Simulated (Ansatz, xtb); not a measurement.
# Relaxing a trial structure of C2H6B−

The starting geometry of this gas-phase singlet was built from a drawn formula by distance geometry and a force field; its bonds are those of `[BH3-][C]C`.

```xyz
9

C    -0.6876   -1.1708    0.3695
C    -0.8201    0.3342    0.6920
B    -2.1505   -1.8437    0.3248
H    -2.0279   -2.9940    0.0166
H    -2.8122   -1.2912   -0.5345
H    -2.6724   -1.7801    1.3409
H    -1.3737    0.8769   -0.0611
H     0.2663    0.7599    0.7604
H    -1.2921    0.4678    1.7001
```

Question: Where would you expect an optimisation with r2SCAN-D4/def2-SVPD to take it?

Answer: It rearranges to `[BH2-]=CC`. Contacts that open: B3–H5 (1.22 → 2.24 Å). Contacts that close: C1–H5 (2.31 → 1.11 Å).

The energy falls by 3.23 eV over 25 steps:

| step | E − E(last) (eV) |
| --- | --- |
| 1 | 3.226 |
| 4 | 2.799 |
| 6 | 2.746 |
| 9 | 2.515 |
| 12 | 1.843 |
| 14 | 1.294 |
| 17 | 0.215 |
| 20 | 0.086 |
| 22 | 0.014 |
| 25 | 0.000 |

Final geometry (Å):

```csv
atom,x (Å),y (Å),z (Å)
C,-1.2292,-1.1168,0.2069
C,-0.9296,0.2797,0.6968
B,-2.4519,-1.8732,0.4489
H,-2.6216,-3.0153,0.0111
H,-0.4035,-1.5537,-0.3865
H,-3.3833,-1.3959,1.1128
H,-1.7805,0.6739,1.2814
H,-0.7372,1.0144,-0.1192
H,-0.0333,0.3458,1.3564
```

From the same start GFN2-xTB reaches the same bonding as this run.

No frequencies were run, so the end isn't proven a minimum. Run with Ansatz 0.2.0, 62 s on 2 threads of Arm Neoverse N1 (shared host).
